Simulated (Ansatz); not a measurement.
Results of rVV10 (Ansatz, a first-principles code, plane waves, PAW) for HgS (P3₂21, No. 154).

Run with plane-wave cutoff 520 eV, 12×12×4 k mesh (along the axes of the cell as run), Fermi–Dirac smearing 0.01 eV, scalar-relativistic PAW data made under PBE.

Shape and atoms are relaxed at each volume.

The direct gap at Γ against volume; x = 100 ln(V/25.032 Å³). One gap is withheld.

```tsv
V (Å³/atom)	x	gap (eV)
24.030	-4.09	?
24.531	-2.02	1.113
25.032	0.00	1.169
25.532	1.98	1.227
26.033	3.92	1.282
```

Question: Fit a straight line to the rows shown, give the volume deformation potential and predict the withheld gap.

Answer: Means of the 4 rows: x̄ = 0.970, ȳ = 1.1978 eV. Σ(x − x̄)(y − ȳ) = 0.5594 and Σ(x − x̄)² = 19.604, so the slope is 0.0285 eV per unit of x, and dE_g/d ln V = 2.9 eV. At x = -4.09: 1.1978 + (0.0285) × (-4.09 − (0.970)) = 1.054 eV. The run gives 1.056 eV, 0.002 eV above the line.

Spin–orbit coupling is not included.

Note: the volume lies 6 % above that of the published cell; the bulk modulus comes from volumes at which shape and atoms were relaxed.
